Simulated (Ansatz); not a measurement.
Compare A (`C=COC(C)F`) with its isomer B (`CO/C(C)=C\F`).

Computed with Ansatz on PBE0-D4/def2-TZVP structures; ΔE is electronic, products minus reactants. CCSD(T)/CBS is the MP2 limit (def2-TZVPP, def2-QZVPP) plus CCSD(T) − MP2 in def2-TZVPP, frozen cores. Functionals use def2-TZVPP. One conformer a species, not always the lowest.

Which isomer does CCSD(T)/CBS put lower? Give the gap. (Best estimate.)

Ansatz gave: A, by 12.7 kcal/mol.

Give E(B) − E(A) in kcal/mol with PBE0-D4, ωB97M-V, B2PLYP, CCSD(T)/def2-TZVPP, PBE-D4, HF/def2-TZVPP, r2SCAN-D4. (An estimate is asked.)

Computed: PBE0-D4 11.2, ωB97M-V 12.5, B2PLYP 12.0, CCSD(T)/def2-TZVPP 12.7, PBE-D4 10.5, HF/def2-TZVPP 13.4, r2SCAN-D4 12.1. None reverses the order clearly.

Largest T1 diagnostic: 0.012.
